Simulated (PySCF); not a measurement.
Run record: EPR job, `c1cccc[c]1` [radical].

Computed with UKS B3LYP, pcH-1 on C H, non-relativistic, mean-field spin-orbit, GIAO (PySCF 2.14.0). Geometry: GFN2-xTB. The input is one job of a driver script: a line of settings, then coordinates in Å.

Input:
```
{"job": {"kind": "epr", "basis": "pcH-1"}, "charge": 0, "multiplicity": 2}
C      0.124006    -1.548357     0.017732
C     -1.127891    -1.018246    -0.084120
C     -1.232719     0.371790    -0.102169
C     -0.090967     1.149284    -0.018545
C      1.159055     0.564729     0.084818
C      1.275790    -0.824202     0.104171
H     -2.011427    -1.635530    -0.149035
H     -2.207213     0.832580    -0.180939
H     -0.176628     2.226623    -0.034437
H      2.047841     1.175754     0.151691
H      2.245578    -1.291754     0.184870
```

Output:
```
UKS, coarse grid
  cycle   1  E = -231.54118558  |g| = 2.49e-01
  cycle   2  E = -231.54076347  |g| = 2.63e-01
  cycle   3  E = -231.57643896  |g| = 3.57e-02
  cycle   4  E = -231.57650943  |g| = 3.51e-02
  cycle   5  E = -231.57725207  |g| = 5.43e-03
  cycle   6  E = -231.57727706  |g| = 2.78e-03
  cycle   7  E = -231.57728515  |g| = 1.52e-03
  cycle   8  E = -231.57729035  |g| = 5.38e-04
UKS, final grid
  cycle   1  E = -231.57729118  |g| = 3.79e-04
  cycle   2  E = -231.57729158  |g| = 3.31e-04
  cycle   3  E = -231.57729171  |g| = 2.15e-04
  cycle   4  E = -231.57729190  |g| = 1.27e-04
  cycle   5  E = -231.57729192  |g| = 2.53e-05
  cycle   6  E = -231.57729192  |g| = 6.18e-06
E = -231.57729192 Eh   <S^2> = 0.7568 (exact 0.7500)
g shifts (ppm)      1          2          3
  rmc          -163       -163       -163
  gc             29         10        -18
  oz_so        -649        -34        933
  total        -783       -186        753
hyperfine (MHz)  atom isotope    a_iso     a_fc   dipolar eigenvalues
    0   13C     398.23     398.23    -79.14    -62.74    141.88
    1   13C      14.06      14.06    -13.93     -2.37     16.30
    2   13C      48.08      48.08     -6.41     -2.30      8.71
    3   13C      -7.01      -7.01     -6.25      2.21      4.04
    4   13C      48.08      48.08     -6.41     -2.30      8.71
    5   13C      14.04      14.04    -13.93     -2.37     16.30
    6    1H      56.67      56.67     -6.91     -5.70     12.62
    7    1H      15.51      15.51     -3.12     -2.25      5.37
    8    1H       6.91       6.91     -1.58      0.29      1.29
    9    1H      15.51      15.51     -3.12     -2.25      5.37
   10    1H      56.66      56.66     -6.91     -5.71     12.62
```

rmc, gc and oz_so are the mass-correction, gauge-correction and orbital-Zeeman/spin–orbit parts of the g shift along its three principal axes; a_iso is the isotropic hyperfine coupling and a_fc its Fermi-contact part. The program numbers atoms from 0.

Task: Get g_iso from the total shifts.

Result: Their mean is -72 ppm; added to g_e = 2.002319 it gives 2.00225.

Task: How far is ⟨S²⟩ from the pure-spin value?

Result: S = 0.5 gives S(S+1) = 0.75; the run has 0.7568, 0.0068 more.

Main results: ⟨S²⟩ 0.757; g_iso 2.0022.

Geometry: GFN2-xTB; no solvent, vibrations or thermal averaging.

Task: Estimate the wall time. Hardware: one thread, Arm Neoverse V1, shared host.

Result: About 27 s.
Labels such as C1 count atoms from 1, the log's own numbers from 0.
